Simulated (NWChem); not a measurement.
# A workflow on the pair H2O···HF

Aim: a single-point energy (singlet H3OF, B97-D/6-31G*), then the energy (singlet H2O, B97-D/6-31G*), then a single-point energy (singlet HF, B97-D/6-31G*), then the energy (singlet H2O, B97-D/6-31G*), then the energy (singlet HF, B97-D/6-31G*) of FH3O and its partners. 

The results are computed with NWChem 7.3.0.

## 1. The system as given

The species is H3OF (5 atoms), meant as a singlet with charge 0. The two molecules were placed rigidly side by side, at 1.3 times their contact distance; the pair isn't optimised.

Bond lengths: O1–H2 0.960 Å, O1–H3 0.960 Å, F4–H5 0.920 Å. Angles: H2–O1–H3 105.1°.

## 2. The energy at B97-D/6-31G(d) (spherical functions) (run 1)

File fh3o.nw:

```
start fh3o
memory total 2200 mb
charge 0
geometry noautosym nocenter noautoz
  O       -0.302700       0.200200      -0.140600
  H        0.466500       0.548400       0.315300
  H       -0.163800      -0.748600      -0.174700
  F       -1.235160      -2.808690       2.466020
  H       -2.132860      -2.674760       2.616120
end
basis spherical bse
  O library 6-31G*
  H library 6-31G*
  F library 6-31G*
end
dft
  xc becke97-d
  grid fine
  convergence energy 1e-08
  maxiter 100
  mulliken
  print low
end
task dft energy
```

On the command line:

```bash
$ nwchem fh3o.nw > fh3o.out
```

What it wrote:

```text
[...]
 d= 0,ls=0.0,diis     1   -176.6751968867 -2.04D+02  2.76D-02  6.56D-01     0.4
[...]
 d= 0,ls=0.0,diis     8   -176.7408296575  5.30D-11  9.29D-07  3.77D-09     2.4
         Total DFT energy =     -176.740829657497
      One electron energy =     -299.846422228025
           Coulomb energy =      115.937103226834
    Exchange-Corr. energy =      -20.163555801016
 Nuclear repulsion energy =       27.332317659376
    Dispersion correction =       -0.000272514666
[...]
      Total Density - Mulliken Population Analysis
     ---------------------------------------------
    Atom       Charge   Shell Charges
 -----------   ------   -------------------------------------------------------
    1 O    8     8.79   2.00  0.91  2.93  0.99  1.94  0.02
    2 H    1     0.61   0.49  0.12
    3 H    1     0.60   0.49  0.12
    4 F    9     9.48   2.00  0.93  3.33  1.05  2.17  0.01
    5 H    1     0.52   0.44  0.07
[...]
```

It took 3 s on 1 thread of Intel Xeon Platinum 8259CL at 2.50GHz (Skylake/Cascade Lake), shared host; peak memory 0.11 GiB.

## 3. H2O: the energy at B97-D/6-31G(d) (spherical functions) (run 2)

File sp.nw:

```
start sp
memory stack 880 mb heap 220 mb global 1100 mb

geometry units atomic noautosym nocenter noautoz
  O  -0.57202010  0.37832317 -0.26569549
  H   0.88155724  1.03632581  0.59583065
  H  -0.30953714 -1.41464898 -0.33013515
end

basis spherical bse
  O library 6-31G*
  H library 6-31G*
end

dft
  xc becke97-d
  grid fine
  convergence energy 1e-08
  maxiter 100
  mulliken
  noprint "final vectors analysis"
end

task dft energy
```

On the command line:

```bash
$ nwchem sp.nw > sp.out
```

What it wrote:

```text
[...]
          Wavefunction type:  closed shell.
          No. of atoms     :     3
          No. of electrons :    10
[...]
          Charge           :     0
          Spin multiplicity:     1
[...]
          AO basis - number of functions:    18
[...]
              XC Information
              --------------
                   Becke 97-D Method XC Functional
                  Becke 1997-D Exchange Functional  1.000
                Becke 1997-D Correlation Potential  1.000
[...]
 d= 0,ls=0.0,diis     1    -76.3280107740 -8.55D+01  4.30D-02  3.67D-01     0.2
[...]
 d= 0,ls=0.0,diis     7    -76.3658903983 -2.82D-10  6.48D-08  4.77D-12     1.0
         Total DFT energy =      -76.365890398303
      One electron energy =     -123.131346800348
           Coulomb energy =       46.919943033482
    Exchange-Corr. energy =       -9.325740306489
 Nuclear repulsion energy =        9.171300737834
    Dispersion correction =       -0.000047062782
[...]
      Total Density - Mulliken Population Analysis
     ---------------------------------------------
    Atom       Charge   Shell Charges
 -----------   ------   -------------------------------------------------------
    1 O    8     8.79   2.00  0.91  2.93  0.99  1.94  0.02
    2 H    1     0.61   0.49  0.12
    3 H    1     0.61   0.49  0.12
[...]
```

Run time: 1.6 s. Hardware: 1 thread of Intel Xeon Platinum 8259CL at 2.50GHz (Skylake/Cascade Lake), shared host; peak memory 0.11 GiB.

## 4. HF: a single-point energy at B97-D/6-31G(d) (spherical functions) (run 3)

File nw.nw:

```
start nw
title "FH"
memory stack 880 mb heap 220 mb global 1100 mb
charge 0

geometry units angstroms noautosym nocenter noautoz
  F    -1.235160   -2.808690    2.466020
  H    -2.132860   -2.674760    2.616120
end

basis spherical bse
  * library 6-31G*
end

dft
  xc becke97-d
  grid fine
  convergence energy 1e-08
  iterations 100
  mulliken
  print low
end

task dft
```

On the command line:

```bash
$ nwchem nw.nw > nw.out
```

What it wrote:

```text
[...]
 d= 0,ls=0.0,diis     1   -100.3439234712 -1.06D+02  3.54D-02  3.01D-01     0.2
[...]
 d= 0,ls=0.0,diis     7   -100.3731397040 -1.90D-10  2.39D-08  3.99D-13     0.7
         Total DFT energy =     -100.373139704021
      One electron energy =     -150.741115969914
           Coulomb energy =       56.028750176943
    Exchange-Corr. energy =      -10.837712535394
 Nuclear repulsion energy =        5.176940253672
    Dispersion correction =       -0.000001629328
[...]
      Total Density - Mulliken Population Analysis
     ---------------------------------------------
    Atom       Charge   Shell Charges
 -----------   ------   -------------------------------------------------------
    1 F    9     9.48   2.00  0.93  3.33  1.05  2.16  0.01
    2 H    1     0.52   0.44  0.07
[...]
```

Wall time 1.2 s (1 thread of Intel Xeon Platinum 8259CL at 2.50GHz (Skylake/Cascade Lake), shared host); peak memory 0.11 GiB.

## 5. H2O among ghost functions: a single-point energy at B97-D/6-31G(d) (spherical functions, with ghost functions) (run 4)

File mymol.nw:

```
start mymol
memory 2200 mb

geometry noautosym nocenter noautoz
   O    -0.302700    0.200200   -0.140600
   H     0.466500    0.548400    0.315300
   H    -0.163800   -0.748600   -0.174700
   bqF     -1.235160    -2.808690     2.466020
   bqH     -2.132860    -2.674760     2.616120
end

basis spherical bse
   O library 6-31G*
   H library 6-31G*
   bqF library F 6-31G*
   bqH library H 6-31G*
end

dft
   xc becke97-d
   grid fine
   convergence energy 1e-08
   maxiter 100
   mulliken
   noprint "final vectors analysis"
end

task dft energy
```

On the command line:

```bash
$ nwchem mymol.nw > mymol.out
```

What it wrote:

```text
[...]
          Wavefunction type:  closed shell.
          No. of atoms     :     5
          No. of electrons :    10
[...]
          Charge           :     0
          Spin multiplicity:     1
[...]
          AO basis - number of functions:    34
[...]
              XC Information
              --------------
                   Becke 97-D Method XC Functional
                  Becke 1997-D Exchange Functional  1.000
                Becke 1997-D Correlation Potential  1.000
[...]
 d= 0,ls=0.0,diis     1    -76.3280261665 -8.55D+01  2.28D-02  3.67D-01     0.4
[...]
 d= 0,ls=0.0,diis     7    -76.3659055666 -2.83D-10  3.44D-08  4.79D-12     2.0
         Total DFT energy =      -76.365905566602
      One electron energy =     -123.131121876293
           Coulomb energy =       46.919667864796
    Exchange-Corr. energy =       -9.325705911122
 Nuclear repulsion energy =        9.171301418770
    Dispersion correction =       -0.000047062752
[...]
      Total Density - Mulliken Population Analysis
     ---------------------------------------------
    Atom       Charge   Shell Charges
 -----------   ------   -------------------------------------------------------
    1 O    8     8.79   2.00  0.91  2.93  0.99  1.94  0.02
    2 H    1     0.61   0.49  0.12
    3 H    1     0.61   0.49  0.12
    4 X    0     0.00  -0.00 -0.00 -0.00 -0.00  0.00  0.00
    5 X    0     0.00  -0.00  0.00
[...]
```

Run time: 2.6 s. Hardware: 1 thread of Intel Xeon Platinum 8259CL at 2.50GHz (Skylake/Cascade Lake), shared host; peak memory 0.11 GiB.

## 6. HF among ghost functions: a single-point energy at B97-D/6-31G(d) (spherical functions, with ghost functions) (run 5)

File fh.nw:

```
echo
start fh
memory total 2200 mb

geometry units bohr noautosym nocenter noautoz
 F   -2.33411412  -5.30765487   4.66010242
 H   -4.03052126  -5.05456385   4.94375031
 bqO     -0.572020     0.378323    -0.265695
 bqH      0.881557     1.036326     0.595831
 bqH     -0.309537    -1.414649    -0.330135
end

basis "ao basis" spherical bse
 F library 6-31G*
 H library 6-31G*
 bqO library O 6-31G*
 bqH library H 6-31G*
end

dft
 xc becke97-d
 grid fine
 convergence energy 1e-08
 maxiter 100
 mulliken
 print low
end

task dft energy
```

On the command line:

```bash
$ nwchem fh.nw > fh.out
```

What it wrote:

```text
[...]
 d= 0,ls=0.0,diis     1   -100.3441168861 -1.06D+02  1.67D-02  3.01D-01     0.4
[...]
 d= 0,ls=0.0,diis     7   -100.3733486838 -1.91D-10  1.13D-08  4.05D-13     2.0
         Total DFT energy =     -100.373348683815
      One electron energy =     -150.738091964170
           Coulomb energy =       56.025060678669
    Exchange-Corr. energy =      -10.837255656571
 Nuclear repulsion energy =        5.176939887585
    Dispersion correction =       -0.000001629328
[...]
      Total Density - Mulliken Population Analysis
     ---------------------------------------------
    Atom       Charge   Shell Charges
 -----------   ------   -------------------------------------------------------
    1 F    9     9.48   2.00  0.93  3.33  1.05  2.16  0.01
    2 H    1     0.52   0.44  0.07
    3 X    0    -0.00   0.00  0.00 -0.00 -0.00 -0.00 -0.00
    4 X    0    -0.00   0.00 -0.00
    5 X    0     0.00  -0.00  0.00
[...]
```

Run time: 2.5 s. Hardware: 1 thread of Intel Xeon Platinum 8259CL at 2.50GHz (Skylake/Cascade Lake), shared host; peak memory 0.11 GiB.

## 7. Results

| quantity | value |
| --- | --- |
| run 1, B97-D/6-31G*: total energy | -176.74083 Eh |
| run 1, B97-D/6-31G*: dispersion energy | -0.72 kJ/mol |
| H2O: total energy | -76.36589 Eh |
| H2O: dipole moment | 2.04 D |
| H2O: dispersion energy | -0.12 kJ/mol |
| HF: total energy | -100.37314 Eh |
| HF: dispersion energy | 0.00 kJ/mol |
| H2O among ghost functions: total energy | -76.36591 Eh |
| H2O among ghost functions: dipole moment | 2.04 D |
| H2O among ghost functions: dispersion energy | -0.12 kJ/mol |
| HF among ghost functions: total energy | -100.37335 Eh |
| HF among ghost functions: dispersion energy | 0.00 kJ/mol |
| interaction energy of the rigid parts H2O and HF (parts in their own basis; closest atoms 3.52 Å apart) | -0.049 eV |
| interaction energy of the rigid parts H2O and HF (parts in the whole basis, counterpoise; closest atoms 3.52 Å apart) | -0.043 eV |

**Reading.** The interaction energy of the rigid parts H2O and HF (parts in their own basis; closest atoms 3.52 Å apart) is −0.05 eV (−4.7 kJ/mol): the parts attract. Without counterpoise this holds the superposition error of the basis. The interaction energy of the rigid parts H2O and HF (parts in the whole basis, counterpoise; closest atoms 3.52 Å apart) is −0.04 eV (−4.1 kJ/mol): the parts attract. The basis-set superposition error is 0.6 kJ/mol. Mulliken charges (H2O) run from -0.79 on O1 to +0.39 on H2; they depend strongly on the basis.
